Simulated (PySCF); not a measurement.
Level of theory: B3LYP-D3(BJ)/def2-TZVP in PySCF. All species are isolated molecules in the gas phase. One relaxed conformer stands for a flexible species; it need not be the lowest. B3LYP has the VWN-RPA correlation part, as in Gaussian. 

Reference species (SMILES): `S` (neutral, multiplicity 1).

* **HOMO–LUMO gap**: 7.52 eV

Changed species: `BS` (X = boryl; the reference has X = H).

### Question
What does the change do to the HOMO–LUMO gap?

### Answer
the HOMO–LUMO gap decreases by 0.84 eV, to 6.68 eV.
